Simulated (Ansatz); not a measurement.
System: C$_{2}$H$_{6}$N, net charge -1, singlet state. It need not be the lowest isomer of its formula. Whether it binds its extra electron was not tested at this geometry. 
Coordinates optimised at B3LYP-D3(BJ)/def2-TZVP (Ansatz, a program for electronic structure):
```
C
H 1 1.1083
N 1 1.4147 2 109.07
H 3 1.0279 1 106.51 2 172.74
H 1 1.1371 2 103.57 3 125.68
C 1 1.5597 2 105.68 5 108.68
H 6 1.0958 1 109.43 2 66.38
H 6 1.0969 7 107.39 1 -118.76
H 6 1.1074 7 109.20 8 -116.87
```
Charge -1, spin multiplicity 1.

Basis-set convergence of Hartree-Fock and MP2 correlation energies (hartree) with Ansatz. Correlated levels leave the core frozen unless marked. Spin-orbit coupling is left out. No relativistic terms. This anion needs diffuse functions, which these sets lack.

| basis | functions | E(HF) | E(corr, MP2) |
|---|---|---|---|
| cc-pVDZ | - | -133.57205 | -0.47686 |
| cc-pVTZ | 174 | … | … |

Question: What belongs in the gaps?

Answer: 
- cc-pVTZ, E(HF): -133.62428
- cc-pVTZ, E(corr, MP2): -0.59326
